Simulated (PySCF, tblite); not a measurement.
# Complex of beryllium hydride and acetonitrile

A gas-phase complex of beryllium hydride and acetonitrile; neutral, singlet. The structure comes from a short search (6 tight-binding starts) and was relaxed by PBE0-D3(BJ)/def2-SVPD; another way of binding may lie lower. Frequencies by PBE0-D3(BJ)/def2-SVPD show no clear imaginary mode.

Parts: 1 = beryllium hydride ([BeH2]), atoms 1–3; 2 = acetonitrile (CC#N), atoms 4–9.

```
atom  part   x (Å)   y (Å)   z (Å)
 Be1     1  -0.568  -0.188  -0.366
  H2     1  -1.365  -1.295  -0.374
  H3     1  -0.729   1.162  -0.258
  C4     2   3.628  -1.185  -0.781
  C5     2   2.227  -0.857  -0.644
  N6     2   1.109  -0.600  -0.537
  H7     2   3.749  -1.962  -1.547
  H8     2   4.199  -0.293  -1.072
  H9     2   4.010  -1.565   0.177
```

Contacts between parts, classed by geometry: Be1···N6 1.735 Å (bond).

The parts are joined by the bond Be1–N6, so these are energies of forming such bonds; deforming the relaxed parts to their shape in the adduct costs 9.5 kcal/mol, which the interaction energies leave out.

Interaction energies are complex less parts, with the parts frozen as they stand in it; counterpoise-corrected, in kcal/mol (PySCF).

(1) Give the interaction energy at each level run.

(2) What holds them together? Decompose the wB97M-D3(BJ)/def2-TZVPD energy: frozen parts, their antisymmetrised product, then relaxation.

The parts were also relaxed and run alone, at the levels used for the complex: shieldings by PBE0/pcSseg-2.

Values alone: shielding of Be1 (ppm): 77.9; shielding of N6 (ppm): -38.2.

(3) How do these values change when the complex forms?

(4) What are the binding energy from relaxed parts (wB97M-D3(BJ)/def2-TZVPD), and ΔH and ΔG of association at 298.15 K and 1 atm?

Results:

(1) 
| level | interaction | superposition error removed |
| --- | --- | --- |
| wB97M-D3(BJ)/def2-TZVPD | -25.92 | -0.26 |
| PBE0-D3(BJ)/def2-TZVPD | -28.48 | -0.26 |

(2) electrostatic -43.2, Pauli repulsion +51.3, orbital relaxation -33.0, dispersion correction -1.2 kcal/mol, which sum to the value before the counterpoise correction; the Pauli term holds the exchange-correlation of the frozen density too. Of the attraction, 56 % is electrostatic, 43 % is orbital relaxation, 2 % is dispersion correction.

(3) 
| property | alone | in the complex | change |
| --- | --- | --- | --- |
| shielding of Be1 (ppm) | 77.9 | 86.8 | +8.9 |
| shielding of N6 (ppm) | -38.2 | 17.0 | +55.2 |

(4) -16.40 kcal/mol, -14.69 with zero-point energy; ΔH -15.1 and ΔG -7.6 kcal/mol, from harmonic vibrations by PBE0-D3(BJ)/def2-SVPD with low modes damped.
